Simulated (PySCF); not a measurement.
## From a log to its input

A PySCF 2.14 run on the atoms H 0 0 0; N 0 0 0.975 (angstrom) printed this (some set-up lines and the per-cycle HOMO/LUMO lines with their warnings removed):

```
PySCF version 2.14.0


nuclear repulsion = 3.79922100147692
point group symmetry = Coov
symmetry origin: [0.        0.        1.6121726]
symmetry axis x: [1. 0. 0.]
symmetry axis y: [0. 1. 0.]
symmetry axis z: [0. 0. 1.]
num. orbitals of irrep A1 = 17
num. orbitals of irrep E1x = 9
num. orbitals of irrep E1y = 9
num. orbitals of irrep E2x = 4
num. orbitals of irrep E2y = 4
num. orbitals of irrep E3x = 1
num. orbitals of irrep E3y = 1
number of shells = 17
number of NR pGTOs = 62
number of NR cGTOs = 45
basis = def2-tzvpp
ecp = {}

******** <class 'pyscf.df.df_jk.DFSymAdaptedUHF'> ********
method = DFSymAdaptedUHF
initial guess = minao
damping factor = 0
level_shift factor = 0
DIIS = <class 'pyscf.scf.diis.CDIIS'>
SCF conv_tol = 1e-09
SCF max_cycles = 50
number electrons alpha = 5  beta = 3
Freeze 0 electrons in irreps []
    8 free electrons in irreps A1 E1x E1y E2x E2y E3x E3y
******** <class 'pyscf.df.df.DF'> ********
auxbasis = def2-universal-jkfit
init E= -54.5527693426308

cycle= 1 E= -54.9457436727903  delta_E= -0.393  |g|= 0.234  |ddm|= 0.712
cycle= 2 E= -54.9776620052794  delta_E= -0.0319  |g|= 0.0848  |ddm|= 0.199
cycle= 3 E= -54.9810503629736  delta_E= -0.00339  |g|= 0.0278  |ddm|= 0.0617
cycle= 4 E= -54.9819264326262  delta_E= -0.000876  |g|= 0.00943  |ddm|= 0.0382
cycle= 5 E= -54.9820448740755  delta_E= -0.000118  |g|= 0.0031  |ddm|= 0.0155
cycle= 6 E= -54.9820595228714  delta_E= -1.46e-05  |g|= 0.00106  |ddm|= 0.00575
cycle= 7 E= -54.9820618740147  delta_E= -2.35e-06  |g|= 0.000314  |ddm|= 0.0031
cycle= 8 E= -54.9820620869846  delta_E= -2.13e-07  |g|= 6.93e-05  |ddm|= 0.00111
cycle= 9 E= -54.9820620937926  delta_E= -6.81e-09  |g|= 1.58e-05  |ddm|= 0.000129
cycle= 10 E= -54.982062094102  delta_E= -3.09e-10  |g|= 2.59e-06  |ddm|= 3.79e-05
Extra cycle  E= -54.982062094109  delta_E= -6.96e-12  |g|= 1.23e-06  |ddm|= 4.41e-06
converged SCF energy = -54.982062094109  <S^2> = 2.0143477  2S+1 = 3.0095499
**** SCF Summaries ****
Total Energy =                         -54.982062094108997
Nuclear Repulsion Energy =               3.799221001476923
One-electron Energy =                  -82.028645155959040
Two-electron Energy =                   23.247362060373117
Two-electron Coulomb Energy =           30.218436511413188
DFT Exchange-Correlation Energy =       -6.971074451040071
**** MO energy ****
alpha MO #1 (A1 #1), energy= -15.629807801014 occ= 1
alpha MO #2 (A1 #2), energy= -1.18841219860035 occ= 1
alpha MO #3 (A1 #3), energy= -0.597095333749735 occ= 1
alpha MO #4 (E1x #1), energy= -0.545951556302479 occ= 1
alpha MO #5 (E1y #1), energy= -0.545951556302479 occ= 1
alpha MO #6 (A1 #4), energy= 0.147001802815701 occ= 0
alpha MO #7 (A1 #5), energy= 0.437352311868459 occ= 0
alpha MO #8 (E1x #2), energy= 0.453504822046815 occ= 0
[37 lines left out]
beta  MO #1 (A1 #1), energy= -15.5688140606146 occ= 1
beta  MO #2 (A1 #2), energy= -0.944558701855627 occ= 1
beta  MO #3 (A1 #3), energy= -0.513328975109111 occ= 1
beta  MO #4 (E1x #1), energy= 0.119807475835635 occ= 0
beta  MO #5 (E1y #1), energy= 0.119807475835635 occ= 0
beta  MO #6 (A1 #4), energy= 0.159414357253965 occ= 0
[39 lines left out]
 ** Mulliken pop alpha/beta on meta-lowdin orthogonal AOs **
 ** Mulliken pop       alpha | beta **
pop of  0 H 1s        0.34170 | 0.41516
pop of  0 H 2s        0.00612 | 0.00727
pop of  0 H 3s        0.00254 | 0.00262
pop of  0 H 2px       0.00141 | 0.00000
pop of  0 H 2py       0.00141 | 0.00000
pop of  0 H 2pz       0.00034 | 0.00042
pop of  0 H 3px       0.00000 | 0.00000
pop of  0 H 3py       0.00000 | 0.00000
pop of  0 H 3pz       0.00039 | 0.00048
pop of  0 H 3dxy      0.00000 | 0.00000
pop of  0 H 3dyz      0.00002 | 0.00000
pop of  0 H 3dz^2     0.00009 | 0.00012
[33 lines left out]
In total             5.00000 | 3.00000
 ** Mulliken atomic charges   ( Nelec_alpha | Nelec_beta ) **
charge of  0H =      0.21989  (     0.35404      0.42607 )
charge of  1N =     -0.21989  (     4.64596      2.57393 )
Dipole moment(X, Y, Z, Debye):  0.00000,  0.00000, -1.70560
orbital energies (hartree): [array([-0.5971, -0.546 , -0.546 ,  0.147 ,  0.4374,  0.4535]), array([-15.5688,  -0.9446,  -0.5133,   0.1198,   0.1198,   0.1594])]
```

Question: Write the input that gave this log.

Answer: The input was:

```python
from pyscf import gto, scf

mol = gto.M(
    atom='H 0 0 0; N 0 0 0.975',
    basis='def2-tzvpp',
    charge=0,
    spin=2,
    symmetry=True,
    verbose=4,
)
mf = scf.UHF(mol)
mf = mf.density_fit(auxbasis='def2-universal-jkfit')
mf.kernel()
mf.analyze()
print('orbital energies (hartree):', [e[max(0, n-3):n+3].round(4) for e, n in zip(mf.mo_energy, mol.nelec)])
```

The bond length is a typed value, not an optimised one. No search for the lowest solution was made.
